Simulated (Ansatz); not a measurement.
# CHOSi (quartet): from Hartree-Fock to the top rungs, def2-TZVPP

An exercise on one series of results from a longer session: the logs are not shown, and one member is left open.

The runs use Ansatz 0.2.0, Gaussian basis; def2-TZVPP, core rule «outside noble gas», up to 7 orbitals frozen.

Plan: UHF; ROHF; CCSD(T) on UHF.

2 further runs of the same task are left out: 2 set aside as unsound or not needed.

### The system

The geometry is a PBE0/def2-TZVP stationary point (not a proven minimum) of the parent state, kept for this charge and spin.

4 atoms, charge 0, spin multiplicity 4.

Atoms are counted from 1 here; the program's logs count them from 0.

Bond lengths: C1–O2 1.127 Å, Si3–H4 1.529 Å.

Coordinates:

```xyz
4

C     0.00000   -0.02402    2.15483
O     0.00000    0.06478    1.03126
Si    0.00000   -0.07831   -1.46307
H     0.00000    1.43999   -1.27943
```

The first run:

in.yaml reads:

```yaml
crystal:
  periodic: [false, false, false]
  atoms:
    - {symbol: C, position_ang: [0.000000, -0.024020, 2.154831]}
    - {symbol: O, position_ang: [0.000000, 0.064782, 1.031260]}
    - {symbol: Si, position_ang: [0.000000, -0.078311, -1.463067]}
    - {symbol: H, position_ang: [0.000000, 1.439987, -1.279434]}
basis:
  gaussian: {orbitals: def2-TZVPP}
magnetization: {spin_polarized: true, initial_magnetization: 3}
hamiltonian: {xc: hf}
output: {orbitals: {seedname: orbitals}}
```

The run is started by

```bash
$ ansatz run in.yaml --threads 1 --pin off --events-out ev --progress --plain --max-ram 4096MiB --backend cpu
```

Among the steps run: UHF; ROHF; CCSD(T) on UHF.

One table of the session follows, with a row left open; its other results are not shown here.

| method | from UCCSD(T) (kcal/mol) |
| --- | --- |
| ROHF | ? |
| UHF | +288.97 |
| UMP2 | +26.04 |
| UCCSD | +12.72 |
| UCCSD(T) | 0 |

Q: Estimate the row for ROHF from the others.

The run gave: from UCCSD(T) (kcal/mol): +289.80. In the column «from UCCSD(T) (kcal/mol)» it is the highest.
